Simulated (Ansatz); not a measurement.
Input for Ansatz (development build ahead of 0.2.0):

```yaml
crystal:
  periodic: [false, false, false]
  atoms:
    - { symbol: C, position_ang: [0.01993, -0.03918, -0.48417] }
    - { symbol: O, position_ang: [-0.00052, 0.04358, 0.75688] }
    - { symbol: H, position_ang: [-0.03104, -1.05208, -1.10045] }
    - { symbol: H, position_ang: [-0.92379, 0.47632, -1.06912] }
    - { symbol: H, position_ang: [0.85768, 0.47948, -1.06475] }
basis:
  gaussian: { orbitals: cc-pVDZ }
total_charge: -1
hamiltonian:
  xc: hf
```

The input is written out in the form of the current development build from the run's settings.

Results

```json
{
 "Converged": "yes",
 "Total energy": "-114.38617 hartree",
 "Spin squared of the determinant": "0.000"
}
```

Caution: no diffuse functions for an anion.
